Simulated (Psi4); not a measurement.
**O2F (SMILES [O]OF) at UMN15/pcseg-1 (sweep point 6)**

Aim: the energy change on altering one bond length of O2F at UMN15/pcseg-1 (sweep point 6), from 2 runs. 

The results are computed with Psi4 1.11.

1 further run of the same task is left out (it didn't finish).

## Step 1: The molecule

O2F: 3 atoms, total charge 0, spin state doublet. SMILES: `[O]OF`. The shape is that of a GFN2-xTB optimisation.

Bond lengths: O1–O2 1.194 Å. A long bond or contact: O2–F3 1.563 Å.

## Step 2: The energy at UMN15/pcseg-1 (sweep point 6)

Input file input.in:

```
memory 1.6 GB

molecule geom {
  0 2
  O      0.949760    -0.292600     0.491570
  O      0.124690     0.486900     0.122000
  F     -1.074440    -0.194290    -0.613560
  symmetry c1
}

set {
  reference uks
  puream true
  scf_type pk
  dft_radial_points 99
  dft_spherical_points 590
  maxiter 150
}

energy('mn15/pcseg-1')
print_variables()
```

Launch:

```console
$ psi4 -n 1 input.in input.out
```

input.out:

```text
[...]
  Running in c1 symmetry.
[...]
  Nuclear repulsion =   69.253937683562086
[...]
  Multiplicity = 2
[...]
  Nalpha       = 13
  Nbeta        = 12
[...]
    Number of basis functions: 42
[...]
   @UKS iter   1:  -249.69225040429163   -3.46236e-01   1.21096e-02 ADIIS/DIIS
[...]
   @UKS iter  13:  -249.78577486383313   -9.35796e-09   5.67663e-07 DIIS
[...]
   @S^2 Observed:                7.815758848E-01
[...]
    Orbital Energies [Eh]
    ---------------------
    Alpha Occupied:
       1A    -24.288576     2A    -19.078905     3A    -18.994578
       4A     -1.427376     5A     -1.200508     6A     -0.906799
       7A     -0.678172     8A     -0.669311     9A     -0.653559
      10A     -0.473185    11A     -0.459461    12A     -0.423682
      13A     -0.383040
    Alpha Virtual:
      14A     -0.105762    15A      0.224243    16A      0.677810
      17A      0.702192    18A      0.740538    19A      0.759335
      20A      0.820703    21A      0.821761    22A      1.024360
      23A      1.084166    24A      1.134369    25A      1.163950
[...]
  @UKS Final Energy:  -249.78577486383313
   => Energetics <=
    Nuclear Repulsion Energy =             69.2539376835620857
    One-Electron Energy =                -482.7732040930524704
    Two-Electron Energy =                 179.3895738388234804
    DFT Exchange-Correlation Energy =     -15.6560822931662109
    Empirical Dispersion Energy =           0.0000000000000000
    VV10 Nonlocal Energy =                  0.0000000000000000
    Total Energy =                       -249.7857748638331259
[...]
 Multipole Moments:
 ------------------------------------------------------------------------------------
     Multipole            Electronic (a.u.)      Nuclear  (a.u.)        Total (a.u.)
 ------------------------------------------------------------------------------------
 L = 1.  Multiply by 2.5417464519 to convert [e a0] to [Debye]
 Dipole X            :         -0.5850578            1.1049693            0.5199115
 Dipole Y            :          0.0213804            0.1743288            0.1957092
 Dipole Z            :         -0.0000000            0.0000000            0.0000000
 Magnitude           :                                                    0.5555269
[...]
```

Run time: 9.3 s. Hardware: 1 thread of Intel Xeon Platinum 8488C (Sapphire Rapids), shared host; peak memory 0.67 GiB.

## Step 3: The distorted shape at the same level

Input file fo2.inp:

```
memory 1600 mb

molecule {
  0 2
  O      1.362320    -0.682373     0.676366
  O      0.124690     0.486900     0.122000
  F     -1.074440    -0.194290    -0.613560
  symmetry c1
}

set basis pcseg-1
set reference uks
set puream true
set scf_type pk
set dft_radial_points 99
set dft_spherical_points 590
set maxiter 150
set level_shift 0.3
set level_shift_cutoff 1e-09
set d_convergence 1e-06

energy("mn15")
```

Launch:

```console
$ psi4 -i fo2.inp -o fo2.out -n 1
```

fo2.out:

```text
[...]
  Running in c1 symmetry.
[...]
  Nuclear repulsion =   56.898057474478222
[...]
  Multiplicity = 2
[...]
  Nalpha       = 13
  Nbeta        = 12
[...]
    Number of basis functions: 42
[...]
   @UKS iter   1:  -249.42415758323389   -7.95494e-01   1.72163e-02 DIIS/ADIIS/SHIFT
[...]
   @UKS iter  29:  -249.67329316667835   -1.51135e-08   8.25422e-07 DIIS/SHIFT
[...]
   @S^2 Observed:                1.107593620E+00
[...]
    Orbital Energies [Eh]
    ---------------------
    Alpha Occupied:
       1A    -24.347882     2A    -19.026331     3A    -18.999673
       4A     -1.270153     5A     -1.105590     6A     -0.984704
       7A     -0.588117     8A     -0.550532     9A     -0.538477
      10A     -0.515450    11A     -0.479838    12A     -0.465846
      13A     -0.420575
    Alpha Virtual:
      14A      0.133666    15A      0.195192    16A      0.988671
      17A      1.011703    18A      1.062461    19A      1.135034
      20A      1.162329    21A      1.186210    22A      1.326643
      23A      1.366121    24A      1.393091    25A      1.437942
[...]
  @UKS Final Energy:  -249.67329316667835
   => Energetics <=
    Nuclear Repulsion Energy =             56.8980574744782217
    One-Electron Energy =                -458.6584522954840395
    Two-Electron Energy =                 167.6124948945238771
    DFT Exchange-Correlation Energy =     -15.5253932401963883
    Empirical Dispersion Energy =           0.0000000000000000
    VV10 Nonlocal Energy =                  0.0000000000000000
    Total Energy =                       -249.6732931666783486
[...]
 Multipole Moments:
 ------------------------------------------------------------------------------------
     Multipole            Electronic (a.u.)      Nuclear  (a.u.)        Total (a.u.)
 ------------------------------------------------------------------------------------
 L = 1.  Multiply by 2.5417464519 to convert [e a0] to [Debye]
 Dipole X            :         -0.9188035            1.2390953            0.3202918
 Dipole Y            :         -0.0333783            0.0577548            0.0243765
 Dipole Z            :          0.0000000            0.0000000            0.0000000
 Magnitude           :                                                    0.3212181
[...]
```

It took 17 s on 1 thread of Intel Xeon Platinum 8488C (Sapphire Rapids), shared host; peak memory 0.66 GiB.

## Step 4: Outcome

At UMN15/pcseg-1 (sweep point 6):

```
                                                         quantity          value
                                        first shape: total energy  -249.78577 Eh
                                       first shape: dipole moment         1.41 D
                  first shape: HOMO energy (highest over α and β)      -10.42 eV
                   first shape: LUMO energy (lowest over α and β)       -3.58 eV
                                                first shape: ⟨S²⟩          0.782
                                    distorted shape: total energy  -249.67329 Eh
                                   distorted shape: dipole moment         0.82 D
              distorted shape: HOMO energy (highest over α and β)      -11.33 eV
                                            distorted shape: ⟨S²⟩          1.108
energy change with the O1–O2 bond stretched from 1.194 to 1.791 Å       3.061 eV
```

In words: With the O1–O2 bond stretched from 1.194 to 1.791 Å the energy rises by 3.06 eV (295 kJ/mol). The first shape isn't relaxed at this level, so the change isn't measured from a minimum. ⟨S²⟩ (distorted shape) is 1.11 where a pure doublet has 0.75: the reference is spin-contaminated.
